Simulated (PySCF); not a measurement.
Series: H3E-E'H3. Isolated molecules, 0 K electronic values unless said otherwise. Strings in code marks are SMILES.

The four lowest singlet excitations (Tamm–Dancoff). All values below come from B3LYP-D3(BJ)/def2-TZVP run with PySCF 2.14.0. B3LYP has the VWN-RPA correlation part, as in Gaussian. Excitations are Tamm–Dancoff values on a coarser integration grid. The basis has no diffuse functions, so Rydberg states are missing or too high.

| state | energy (eV) | wavelength (nm) | oscillator strength |
|---|---|---|---|
| S1 | 8.34 | 149 | 0.097 |
| S2 | 8.59 | 144 | 0.007 |
| S3 | 8.59 | 144 | 0.007 |
| S4 | 9.05 | 137 | 0.356 |

Question: Identify which member gives these states.
A. `[GeH3][GeH3]`
B. `[CH3][SnH3]`
C. `[CH3][GeH3]`
D. `[SiH3][SiH3]`

Answer: C, `[CH3][GeH3]`
